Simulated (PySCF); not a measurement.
Species: C6H6.
Atom-mapped SMILES: `[cH:1]1[cH:2][cH:3][cH:4][cH:5][cH:6]1` (hydrogens: H7 on C1; H8 on C2; H9 on C3; H10 on C4; H11 on C5; H12 on C6)

The same species was optimised twice, with GFN2-xTB and with PBE0-D3(BJ)/def2-SVP (PySCF), and the same property calculations (PySCF, gas phase) were run on both structures.

```json
{"coordinate": "C2–C3 (Å)", "GFN2-xTB": "1.385", "PBE0-D3(BJ)/def2-SVP": "1.395", "change": "+0.010"}
{"coordinate": "C5–C6 (Å)", "GFN2-xTB": "1.385", "PBE0-D3(BJ)/def2-SVP": "1.395", "change": "+0.010"}
{"coordinate": "C1–C2 (Å)", "GFN2-xTB": "1.385", "PBE0-D3(BJ)/def2-SVP": "1.395", "change": "+0.010"}
{"coordinate": "C1–C6 (Å)", "GFN2-xTB": "1.385", "PBE0-D3(BJ)/def2-SVP": "1.395", "change": "+0.010"}
{"coordinate": "C3–C4 (Å)", "GFN2-xTB": "1.385", "PBE0-D3(BJ)/def2-SVP": "1.395", "change": "+0.010"}
{"coordinate": "C4–C5 (Å)", "GFN2-xTB": "1.385", "PBE0-D3(BJ)/def2-SVP": "1.395", "change": "+0.010"}
{"coordinate": "C1–C6–C5 (°)", "GFN2-xTB": "120.0", "PBE0-D3(BJ)/def2-SVP": "120.0", "change": "0.0"}
{"coordinate": "C2–C1–C6 (°)", "GFN2-xTB": "120.0", "PBE0-D3(BJ)/def2-SVP": "120.0", "change": "0.0"}
{"coordinate": "C1–C2–C3 (°)", "GFN2-xTB": "120.0", "PBE0-D3(BJ)/def2-SVP": "120.0", "change": "0.0"}
{"coordinate": "C3–C4–C5 (°)", "GFN2-xTB": "120.0", "PBE0-D3(BJ)/def2-SVP": "120.0", "change": "0.0"}
{"coordinate": "C4–C5–C6 (°)", "GFN2-xTB": "120.0", "PBE0-D3(BJ)/def2-SVP": "120.0", "change": "0.0"}
{"coordinate": "C2–C3–C4 (°)", "GFN2-xTB": "120.0", "PBE0-D3(BJ)/def2-SVP": "120.0", "change": "0.0"}
```

Rotational constants: A = 5783, B = 5783, C = 2892 MHz (GFN2-xTB) against A = 5695, B = 5695, C = 2847 MHz (PBE0-D3(BJ)/def2-SVP). Point groups within 0.08 Å: D6h and D6h.

On the GFN2-xTB structure: HOMO (eV) -7.36 [PBE0/pcSseg-1]; LUMO (eV) -0.15 [PBE0/pcSseg-1]; GIAO shielding of C1 (×6) (mean) (ppm) 53.0 [PBE0/pcSseg-1].

What do these properties become on the PBE0-D3(BJ)/def2-SVP structure?

| property | level | on GFN2-xTB | on PBE0-D3(BJ)/def2-SVP | change |
| --- | --- | --- | --- | --- |
| HOMO (eV) | PBE0/pcSseg-1 | -7.36 | -7.33 | +0.03 |
| LUMO (eV) | PBE0/pcSseg-1 | -0.15 | -0.21 | -0.06 |
| energy, GFN2-xTB geometry as zero (kcal/mol) | PBE0/pcSseg-1 | 0.0 | -0.2 | -0.2 |
| GIAO shielding of C1 (×6) (mean) (ppm) | PBE0/pcSseg-1 | 53.0 | 50.4 | -2.6 |

The heavy atoms differ by 0.010 Å rms after alignment. Among bonds between heavy atoms C1–C2, C1–C6, C2–C3, C3–C4, C4–C5 and C5–C6 change most and about equally (+0.010 Å). Changes are differences of the printed values. Neither structure is proved a minimum here.
